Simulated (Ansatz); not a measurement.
MgAlH3O (SMILES [MgH][O][AlH2]), singlet: a trajectory.

Input (in.yaml):

```yaml
crystal:
  periodic: [false, false, false]
  atoms:
    - {symbol: Mg, position_ang: [-1.835520, -0.201160, -0.865750]}
    - {symbol: O, position_ang: [-0.256780, 0.066520, -0.101110]}
    - {symbol: Al, position_ang: [1.204970, 0.322250, 0.618570]}
    - {symbol: H, position_ang: [-2.907520, -1.093230, -1.579710]}
    - {symbol: H, position_ang: [2.436670, 0.737460, -0.224560]}
    - {symbol: H, position_ang: [1.358180, 0.168170, 2.152570]}
basis:
  gaussian: {orbitals: def2-SVP}
hamiltonian: {xc: pbe0, dispersion: d4}
md: {n_steps: 80, timestep: 1.0, temperature: 100, ensemble: nvt_nose_hoover, seed: 754, initial_velocities: maxwell_boltzmann}
```

Run by:

```bash
ansatz run in.yaml --threads 2 --pin off --events-out ev --progress --plain --max-ram 3481MiB
```

What Ansatz 0.2.0 printed:

```
Functional definition: PBE0
  name "PBE0"
  cite "Adamo & Barone, J. Chem. Phys. 110, 6158 (1999) doi:10.1063/1.478522"
  cite "Perdew, Burke & Ernzerhof, Phys. Rev. Lett. 77, 3865 (1996) doi:10.1103/PhysRevLett.77.3865"
  parent pbe
  parameter a = 0.25
  parameter kappa = 0.804
  parameter beta = 0.06672455060314922
  exchange = (1 - a)*pbe_x(kappa = kappa, mu = beta*pi^2/3) + a*exact_x
  correlation = pbe_c(beta = beta)
624 factors; integrals over basis functions are off by at most 5.2e-4 eV
mean field evaluation 1: about -14117.3427 eV, gradient 6.2e1 eV
mean field evaluation 2: about -14068.7765 eV, gradient 1.5e2 eV
mean field evaluation 4: about -14124.6689 eV, gradient 1.9e0 eV
mean field evaluation 8: about -14124.7262 eV, gradient 6.0e-2 eV
mean field -14124.72625115 eV, -519.0741156463 hartree, gradient 5.7e-5 eV, S^2 0.000000; 0 other end points of the search recorded, 0 dependent functions left out
the calculation of the forces begins
reference -14124.72628708 eV, -519.0741169668 hartree; 18, 18 occupied and 47, 47 virtual orbitals, 624 factors
md step     0: t =     0.00 fs  T =   100.0 K  F+E_penalty+E_count = -14124.80539306 eV  E_kin = 0.051704 eV  conserved = -14124.75368906 eV  (23 SCF iters)
md step     1: t =     1.00 fs  T =   108.0 K  F+E_penalty+E_count = -14124.80926445 eV  E_kin = 0.055822 eV  conserved = -14124.75344185 eV  (21 SCF iters, 17 dispersion substeps)
md step     2: t =     2.00 fs  T =   176.0 K  F+E_penalty+E_count = -14124.84537578 eV  E_kin = 0.091017 eV  conserved = -14124.75435584 eV  (28 SCF iters, 17 dispersion substeps)
md step     3: t =     3.00 fs  T =   278.6 K  F+E_penalty+E_count = -14124.89985759 eV  E_kin = 0.144039 eV  conserved = -14124.75579109 eV  (28 SCF iters, 19 dispersion substeps)
md step     4: t =     4.00 fs  T =   374.2 K  F+E_penalty+E_count = -14124.95048937 eV  E_kin = 0.193478 eV  conserved = -14124.75688838 eV  (28 SCF iters, 23 dispersion substeps)
md step     5: t =     5.00 fs  T =   429.5 K  F+E_penalty+E_count = -14124.97958806 eV  E_kin = 0.222044 eV  conserved = -14124.75719290 eV  (28 SCF iters, 25 dispersion substeps)
md step     6: t =     6.00 fs  T =   433.0 K  F+E_penalty+E_count = -14124.98135983 eV  E_kin = 0.223856 eV  conserved = -14124.75676577 eV  (28 SCF iters, 25 dispersion substeps)
md step     7: t =     7.00 fs  T =   395.2 K  F+E_penalty+E_count = -14124.96151293 eV  E_kin = 0.204318 eV  conserved = -14124.75594645 eV  (28 SCF iters, 25 dispersion substeps)
md step     8: t =     8.00 fs  T =   339.3 K  F+E_penalty+E_count = -14124.93231949 eV  E_kin = 0.175417 eV  conserved = -14124.75509028 eV  (28 SCF iters, 25 dispersion substeps)
md step     9: t =     9.00 fs  T =   290.5 K  F+E_penalty+E_count = -14124.90703535 eV  E_kin = 0.150213 eV  conserved = -14124.75444790 eV  (28 SCF iters, 25 dispersion substeps)
md step    10: t =    10.00 fs  T =   268.2 K  F+E_penalty+E_count = -14124.89576738 eV  E_kin = 0.138688 eV  conserved = -14124.75414862 eV  (28 SCF iters, 25 dispersion substeps)
md step    11: t =    11.00 fs  T =   281.4 K  F+E_penalty+E_count = -14124.90324979 eV  E_kin = 0.145496 eV  conserved = -14124.75422592 eV  (28 SCF iters, 25 dispersion substeps)
md step    12: t =    12.00 fs  T =   327.6 K  F+E_penalty+E_count = -14124.92824967 eV  E_kin = 0.169362 eV  conserved = -14124.75463864 eV  (28 SCF iters, 25 dispersion substeps)
md step    13: t =    13.00 fs  T =   394.2 K  F+E_penalty+E_count = -14124.96426325 eV  E_kin = 0.203794 eV  conserved = -14124.75527635 eV  (28 SCF iters, 25 dispersion substeps)
md step    14: t =    14.00 fs  T =   462.2 K  F+E_penalty+E_count = -14125.00136459 eV  E_kin = 0.238960 eV  conserved = -14124.75596107 eV  (28 SCF iters, 25 dispersion substeps)
md step    15: t =    15.00 fs  T =   511.7 K  F+E_penalty+E_count = -14125.02910786 eV  E_kin = 0.264587 eV  conserved = -14124.75647395 eV  (28 SCF iters, 27 dispersion substeps)
md step    16: t =    16.00 fs  T =   528.7 K  F+E_penalty+E_count = -14125.03998721 eV  E_kin = 0.273381 eV  conserved = -14124.75662543 eV  (24 SCF iters, 27 dispersion substeps)
[...]
md step    45: t =    45.00 fs  T =   219.8 K  F+E_penalty+E_count = -14124.93123563 eV  E_kin = 0.113626 eV  conserved = -14124.75602258 eV  (28 SCF iters, 27 dispersion substeps)
md step    46: t =    46.00 fs  T =   262.3 K  F+E_penalty+E_count = -14124.95552647 eV  E_kin = 0.135633 eV  conserved = -14124.75640861 eV  (28 SCF iters, 27 dispersion substeps)
md step    47: t =    47.00 fs  T =   285.4 K  F+E_penalty+E_count = -14124.96978296 eV  E_kin = 0.147578 eV  conserved = -14124.75654935 eV  (28 SCF iters, 27 dispersion substeps)
md step    48: t =    48.00 fs  T =   284.5 K  F+E_penalty+E_count = -14124.97154127 eV  E_kin = 0.147108 eV  conserved = -14124.75650019 eV  (28 SCF iters, 27 dispersion substeps)
md step    49: t =    49.00 fs  T =   261.5 K  F+E_penalty+E_count = -14124.96163442 eV  E_kin = 0.135218 eV  conserved = -14124.75628365 eV  (28 SCF iters, 27 dispersion substeps)
md step    50: t =    50.00 fs  T =   224.0 K  F+E_penalty+E_count = -14124.94381013 eV  E_kin = 0.115819 eV  conserved = -14124.75589370 eV  (28 SCF iters, 27 dispersion substeps)
md step    51: t =    51.00 fs  T =   184.6 K  F+E_penalty+E_count = -14124.92459398 eV  E_kin = 0.095463 eV  conserved = -14124.75538197 eV  (28 SCF iters, 27 dispersion substeps)
md step    52: t =    52.00 fs  T =   158.9 K  F+E_penalty+E_count = -14124.91222142 eV  E_kin = 0.082169 eV  conserved = -14124.75492377 eV  (24 SCF iters, 27 dispersion substeps)
md step    53: t =    53.00 fs  T =   159.9 K  F+E_penalty+E_count = -14124.91381587 eV  E_kin = 0.082657 eV  conserved = -14124.75476228 eV  (21 SCF iters, 27 dispersion substeps)
md step    54: t =    54.00 fs  T =   191.3 K  F+E_penalty+E_count = -14124.93172908 eV  E_kin = 0.098905 eV  conserved = -14124.75504566 eV  (27 SCF iters, 27 dispersion substeps)
md step    55: t =    55.00 fs  T =   244.2 K  F+E_penalty+E_count = -14124.96145850 eV  E_kin = 0.126282 eV  conserved = -14124.75569462 eV  (27 SCF iters, 27 dispersion substeps)
md step    56: t =    56.00 fs  T =   299.7 K  F+E_penalty+E_count = -14124.99299136 eV  E_kin = 0.154946 eV  conserved = -14124.75643909 eV  (28 SCF iters, 27 dispersion substeps)
md step    57: t =    57.00 fs  T =   336.4 K  F+E_penalty+E_count = -14125.01501873 eV  E_kin = 0.173942 eV  conserved = -14124.75697202 eV  (28 SCF iters, 27 dispersion substeps)
md step    58: t =    58.00 fs  T =   340.1 K  F+E_penalty+E_count = -14125.01972299 eV  E_kin = 0.175861 eV  conserved = -14124.75707657 eV  (28 SCF iters, 27 dispersion substeps)
md step    59: t =    59.00 fs  T =   309.6 K  F+E_penalty+E_count = -14125.00611994 eV  E_kin = 0.160057 eV  conserved = -14124.75668135 eV  (28 SCF iters, 27 dispersion substeps)
md step    60: t =    60.00 fs  T =   258.0 K  F+E_penalty+E_count = -14124.98096918 eV  E_kin = 0.133406 eV  conserved = -14124.75590449 eV  (28 SCF iters, 27 dispersion substeps)
md step    61: t =    61.00 fs  T =   208.9 K  F+E_penalty+E_count = -14124.95662840 eV  E_kin = 0.108018 eV  conserved = -14124.75508219 eV  (28 SCF iters, 27 dispersion substeps)
md step    62: t =    62.00 fs  T =   185.6 K  F+E_penalty+E_count = -14124.94572007 eV  E_kin = 0.095969 eV  conserved = -14124.75465864 eV  (28 SCF iters, 27 dispersion substeps)
md step    63: t =    63.00 fs  T =   199.3 K  F+E_penalty+E_count = -14124.95452856 eV  E_kin = 0.103030 eV  conserved = -14124.75489826 eV  (28 SCF iters, 27 dispersion substeps)
md step    64: t =    64.00 fs  T =   242.4 K  F+E_penalty+E_count = -14124.97929350 eV  E_kin = 0.125318 eV  conserved = -14124.75566341 eV  (28 SCF iters, 27 dispersion substeps)
md step    65: t =    65.00 fs  T =   293.0 K  F+E_penalty+E_count = -14125.00839311 eV  E_kin = 0.151498 eV  conserved = -14124.75652109 eV  (28 SCF iters, 23 dispersion substeps)
md step    66: t =    66.00 fs  T =   326.9 K  F+E_penalty+E_count = -14125.02884624 eV  E_kin = 0.169031 eV  conserved = -14124.75705398 eV  (28 SCF iters, 23 dispersion substeps)
md step    67: t =    67.00 fs  T =   329.4 K  F+E_penalty+E_count = -14125.03266196 eV  E_kin = 0.170294 eV  conserved = -14124.75707060 eV  (28 SCF iters, 23 dispersion substeps)
md step    68: t =    68.00 fs  T =   300.7 K  F+E_penalty+E_count = -14125.01982541 eV  E_kin = 0.155456 eV  conserved = -14124.75663022 eV  (28 SCF iters, 23 dispersion substeps)
md step    69: t =    69.00 fs  T =   254.4 K  F+E_penalty+E_count = -14124.99737967 eV  E_kin = 0.131518 eV  conserved = -14124.75597334 eV  (27 SCF iters, 23 dispersion substeps)
md step    70: t =    70.00 fs  T =   210.0 K  F+E_penalty+E_count = -14124.97564940 eV  E_kin = 0.108563 eV  conserved = -14124.75541133 eV  (24 SCF iters, 23 dispersion substeps)
md step    71: t =    71.00 fs  T =   183.9 K  F+E_penalty+E_count = -14124.96341267 eV  E_kin = 0.095063 eV  conserved = -14124.75517921 eV  (27 SCF iters, 23 dispersion substeps)
md step    72: t =    72.00 fs  T =   182.7 K  F+E_penalty+E_count = -14124.96431715 eV  E_kin = 0.094462 eV  conserved = -14124.75531622 eV  (27 SCF iters, 23 dispersion substeps)
md step    73: t =    73.00 fs  T =   202.4 K  F+E_penalty+E_count = -14124.97629062 eV  E_kin = 0.104661 eV  conserved = -14124.75567580 eV  (27 SCF iters, 23 dispersion substeps)
md step    74: t =    74.00 fs  T =   232.4 K  F+E_penalty+E_count = -14124.99375871 eV  E_kin = 0.120171 eV  conserved = -14124.75605914 eV  (28 SCF iters, 23 dispersion substeps)
md step    75: t =    75.00 fs  T =   261.2 K  F+E_penalty+E_count = -14125.01069973 eV  E_kin = 0.135057 eV  conserved = -14124.75634518 eV  (28 SCF iters, 23 dispersion substeps)
md step    76: t =    76.00 fs  T =   280.2 K  F+E_penalty+E_count = -14125.02259814 eV  E_kin = 0.144855 eV  conserved = -14124.75651800 eV  (28 SCF iters, 23 dispersion substeps)
md step    77: t =    77.00 fs  T =   284.3 K  F+E_penalty+E_count = -14125.02684367 eV  E_kin = 0.147013 eV  conserved = -14124.75660312 eV  (28 SCF iters, 23 dispersion substeps)
md step    78: t =    78.00 fs  T =   272.0 K  F+E_penalty+E_count = -14125.02244472 eV  E_kin = 0.140653 eV  conserved = -14124.75659608 eV  (28 SCF iters, 23 dispersion substeps)
md step    79: t =    79.00 fs  T =   244.9 K  F+E_penalty+E_count = -14125.01008050 eV  E_kin = 0.126617 eV  conserved = -14124.75644925 eV  (28 SCF iters, 23 dispersion substeps)
md step    80: t =    80.00 fs  T =   208.7 K  F+E_penalty+E_count = -14124.99266445 eV  E_kin = 0.107928 eV  conserved = -14124.75613941 eV  (24 SCF iters, 23 dispersion substeps)
Total energy: -14124.99270076 eV, -519.0839074890 hartree
Atom 0 at    -1.863064    -0.206596    -0.887543 Å, force     0.538222    -0.094418     0.196864 eV/Å
Atom 1 at    -0.266229     0.001776    -0.079299 Å, force     0.338360     0.247181     0.297530 eV/Å
Atom 2 at     1.237823     0.347557     0.631881 Å, force     0.246183     0.115020    -0.026467 eV/Å
Atom 3 at    -3.122648    -0.781590    -1.748883 Å, force    -0.600033    -0.087475    -0.306178 eV/Å
Atom 4 at     2.447611     0.923866    -0.310714 Å, force    -0.394342    -0.205677     0.317026 eV/Å
Atom 5 at     1.497103     0.151409     2.230875 Å, force    -0.128391     0.025369    -0.478775 eV/Å
Dipole moment:    -0.326523     0.142043    -0.035575 e Å

[the SCF lines of later steps are left out]
```

The run took about 76 s on 2 CPU threads of an Intel Xeon Platinum 8488C (shared host).
